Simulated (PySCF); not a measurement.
Metal–ligand bonds in Cd(CH3)1–Y. Isolated molecules, 0 K electronic values unless said otherwise. One relaxed conformer stands for each flexible species; it need not be the lowest. Multiplicities are imposed; where one is given, others were not computed. Strings in code marks are SMILES.

B3LYP has the VWN-RPA correlation part, as in Gaussian. 

A: free radical OH (`[OH]`)
B: free radical CH3 (`[CH3]`)
C: free radical SH (`[SH]`)
D: free radical OCH3

Q: Order them by highest occupied spin orbital (lowest first) at the level B3LYP-D3(BJ)/def2-TZVP // r2SCAN-D4/def2-SVP (PySCF).

A: A (-8.84 eV), D (-7.50 eV), C (-7.17 eV), B (-6.45 eV)
